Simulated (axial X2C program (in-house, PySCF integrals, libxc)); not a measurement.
## SiCl: properties at the nuclei

Calculated with an in-house all-electron X2C program for linear molecules (integrals from PySCF): two-component X2C with atomic mean-field Coulomb and Gaunt terms, Gaussian nuclei, basis Cl dyall-av3z, Si dyall-v3z with contracted cores.

R = 2.080 Å (near the PBE0 minimum at charge 0 of the determinant lowest at the starting distance; the state shown can have its own minimum elsewhere).

Determinant lowest in the PBE0 search, Ω = 1/2 (⟨Sz⟩ = -0.50, ⟨Lz⟩ = 1.00 at PBE0), spin on the atoms Cl 0.00, Si -0.50:

```
    level  Eeff magnitude (GV/cm)  Ws magnitude Cl (kHz)  Ws magnitude Si (kHz)  A∥/gI Cl (MHz)  qzz Cl (a.u.)  A∥/gI Si (MHz)  qzz Si (a.u.)  μ (D)
     PBE0                  0.0167                0.00025                  0.013             188           1.30             580          -0.36   0.87
       HF                  0.0242                0.00703                 0.0253             125           1.40             510          -0.42   1.11
   r2SCAN                  0.0174                0.00889                 0.0218             181           1.23             515          -0.34   0.68
     BP86                  0.0138               0.000629                   0.01             210           1.21             571          -0.33   0.72
BHandHLYP                  0.0124                0.00263                 0.0119             161           1.33             556          -0.37   1.08
```

Determinant 0.03 eV from it at PBE0 and this distance, Ω = 3/2 (⟨Sz⟩ = 0.50, ⟨Lz⟩ = 1.00 at PBE0), spin on the atoms Cl 0.00, Si 0.50:

```csv
level,Eeff magnitude (GV/cm),Ws magnitude Cl (kHz),Ws magnitude Si (kHz),A∥/gI Cl (MHz),qzz Cl (a.u.),A∥/gI Si (MHz),qzz Si (a.u.),μ (D)
PBE0,0.0184,9.02e-06,0.00476,51.8,1.30,101,-0.37,0.87
HF,0.0337,0.00181,0.0104,50,1.40,132,-0.43,1.11
r2SCAN,0.0184,0.00297,0.00756,64.2,1.23,109,-0.35,0.69
BP86,0.015,0.000241,0.00366,54.9,1.21,99.9,-0.34,0.72
BHandHLYP,0.015,0.000686,0.00452,47.7,1.33,124,-0.38,1.08
```

Eeff is the effective electric field on the electron electric dipole moment in this Ω state and Ws the scalar–pseudoscalar constant of the nucleus named (defined with the proton number Z and per Ω); A∥ (defined per Ω) follows by multiplying with gI = μI/(I μN); qzz is the electric field gradient, eQq0 = 234.96 MHz × Q/barn × qzz; μ is positive if the Si end (last atom) is positive. The operators were transformed with the bare-nucleus X2C matrices; with these basis sets, hyperfine constants and field gradients can be off by tens of per cent, and where levels differ in sign neither size nor sign is settled.

Question: With gI(35Cl) = 0.5479, Q(35Cl) = -0.08112 barn, gI(29Si) = -1.1106 (g factors from the IAEA table of nuclear moments by Stone; Q from Pyykkö, Mol. Phys. 2018), turn the PBE0 values of the first state into constants in MHz.

Answer: A∥(35Cl) = 188 × 0.5479 = 103 MHz; eQq0(35Cl) = 234.96 × (-0.08112) × (1.30) = -24.8 MHz; A∥(29Si) = 580 × -1.1106 = -644 MHz.

Each state is one determinant with collinear spin. Unrestricted Hartree–Fock can overshoot spin polarisation at the nuclei. Where Eeff spreads by more than a factor of two the levels disagree and none is to be relied on. The search compared states at one distance, so a state with another bond length can lie lower. The sign of Ws at Cl differs between levels in the first state. The sign of Ws at Cl differs between levels in the second state. PBE0 term energies can be off by some tenths of an eV.
